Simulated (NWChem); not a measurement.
# Lowest excitation of phosphine (H$_{3}$P)

SMILES: P
```xyz
4

P     -0.1302    -0.0034     0.0000
H      0.6666    -0.5810     1.0357
H      0.6666    -0.5810    -1.0357
H      0.6204     1.2123     0.0000
```
Charge 0, spin multiplicity 1.

Program: NWChem. Structure: optimised with PBE0/def2-SVP, a minimum by its harmonic frequencies.

Basis set: def2-SVPD.

| method | lowest vertical singlet excitation energy (eV) | relative cost | difference from EOM-CCSD |
|---|---|---|---|
| TD-PBE | 6.87 | under 3 | -0.54 |
| EOM-CCSD | 7.41 | 1 | 0.00 |
| TD-B3LYP | 7.04 | 5 | -0.37 |
| TD-LDA (SVWN5) | 6.81 | under 3 | -0.59 |
| CIS | 7.81 | under 3 | +0.40 |

The values span 1.00 eV, from TD-LDA (SVWN5) (lowest) to CIS (highest). Relative cost: rough, from shared machines, SCF included, EOM-CCSD = 1.

The correlated methods keep 5 core orbitals frozen. B3LYP has NWChem's definition, with VWN1-RPA local correlation. Differences from the coupled-cluster row are differences between methods, not errors against experiment.
